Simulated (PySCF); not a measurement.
Species: pentanal, C5H10O.
Bonds: C1–C2, C2–C3, C3–C4, C4–C5, C5–O6 (double). Hydrogens: H7, H8, H9 on C1; H10, H11 on C2; H12, H13 on C3; H14, H15 on C4; H16 on C5.

Computed by this run: PBE0-D3(BJ)/def2-SVP geometry optimisation, gas phase in PySCF 2.14.0; density fitting, grid level 1; the optimiser is geomeTRIC in internal coordinates, started from an MMFF94s structure.

The end geometry, which sets the zero of energy:
```
atom  x, y, z in Å
C1     -2.3801    0.2800   -0.2062
C2     -1.1255   -0.3014    0.4250
C3      0.1558    0.1969   -0.2273
C4      1.4145   -0.3810    0.3902
C5      2.6909    0.1277   -0.2150
O6      2.7520    0.9412   -1.0975
H7     -2.3878    1.3796   -0.1368
H8     -3.2923   -0.0916    0.2844
H9     -2.4456    0.0194   -1.2747
H10    -1.1049   -0.0575    1.5024
H11    -1.1593   -1.4043    0.3706
H12     0.1456   -0.0370   -1.3055
H13     0.2035    1.2977   -0.1735
H14     1.4693   -0.1741    1.4766
H15     1.4365   -1.4856    0.3230
H16     3.6273   -0.3101    0.2234
```

**Question.** These geometries come from the run, each turned onto the end geometry. Order them by energy, lowest first.
A.
```
atom  x, y, z in Å
C1     -2.3593    0.2811   -0.2096
C2     -1.1149   -0.3135    0.4303
C3      0.1594    0.2116   -0.2292
C4      1.4053   -0.3872    0.4154
C5      2.6827    0.1128   -0.2151
O6      2.7381    0.9118   -1.1437
H7     -2.3664    1.3716   -0.1146
H8     -3.2588   -0.1082    0.2775
H9     -2.4125    0.0282   -1.2733
H10    -1.1087   -0.0698    1.4991
H11    -1.1546   -1.4058    0.3467
H12     0.1469   -0.0267   -1.3002
H13     0.1926    1.3055   -0.1511
H14     1.4438   -0.1353    1.4807
H15     1.3976   -1.4785    0.3222
H16     3.6086   -0.2975    0.2237
```
B.
```
atom  x, y, z in Å
C1     -2.3848    0.2669   -0.2104
C2     -1.1237   -0.2843    0.4370
C3      0.1542    0.1994   -0.2362
C4      1.4126   -0.3922    0.3735
C5      2.6960    0.1487   -0.1918
O6      2.7994    1.0466   -0.9847
H7     -2.3939    1.3684   -0.1942
H8     -3.2914   -0.0822    0.3064
H9     -2.4604   -0.0472   -1.2638
H10    -1.0988    0.0029    1.5033
H11    -1.1545   -1.3884    0.4228
H12     0.1285   -0.0479   -1.3113
H13     0.2106    1.2992   -0.1886
H14     1.4619   -0.2006    1.4632
H15     1.4294   -1.4936    0.2793
H16     3.6148   -0.3958    0.1544
```
C.
```
atom  x, y, z in Å
C1     -2.3809    0.2741   -0.2103
C2     -1.1247   -0.2899    0.4334
C3      0.1556    0.1932   -0.2326
C4      1.4138   -0.3931    0.3787
C5      2.6916    0.1366   -0.2061
O6      2.7586    1.0192   -1.0190
H7     -2.3851    1.3753   -0.1762
H8     -3.2915   -0.0787    0.2968
H9     -2.4530   -0.0208   -1.2694
H10    -1.1033   -0.0189    1.5042
H11    -1.1567   -1.3939    0.4069
H12     0.1317   -0.0485   -1.3091
H13     0.2170    1.2932   -0.1853
H14     1.4605   -0.1961    1.4681
H15     1.4420   -1.4960    0.3004
H16     3.6245   -0.3557    0.1786
```
D.
```
atom  x, y, z in Å
C1     -2.3827    0.2674   -0.2091
C2     -1.1193   -0.2770    0.4412
C3      0.1571    0.1948   -0.2437
C4      1.4137   -0.4044    0.3613
C5      2.6965    0.1234   -0.2110
O6      2.7774    1.0859   -0.9250
H7     -2.3891    1.3692   -0.2124
H8     -3.2889   -0.0715    0.3175
H9     -2.4597   -0.0695   -1.2558
H10    -1.0871    0.0305    1.5026
H11    -1.1592   -1.3805    0.4400
H12     0.1350   -0.0634   -1.3158
H13     0.2029    1.2949   -0.1999
H14     1.4731   -0.2156    1.4520
H15     1.4082   -1.5040    0.2473
H16     3.6222   -0.3801    0.1698
```

**Answer.** C (0.002 eV), B (0.013 eV), D (0.024 eV), A (0.067 eV).

In the order of the answer:

```
step  E above end (eV)  largest force (eV/Å)  rms force component (eV/Å)  rms distance from end (Å)  rms bond change (Å)  bond most changed (Å)
   5             0.002                  0.03                       0.008                      0.040                0.000          C4–H15 -0.001
   2             0.013                  0.49                       0.094                      0.061                0.001           C3–C4 +0.002
   1             0.024                  0.61                       0.114                      0.080                0.001          C5–H16 -0.002
   0             0.067                  2.01                       0.498                      0.030                0.011           C5=O6 +0.024
```

What follows is the cost of the whole optimisation. Hardware: an Intel Xeon 6975P-C with one thread (shared host). Cost: 44 s, 0.51 GiB resident at most.
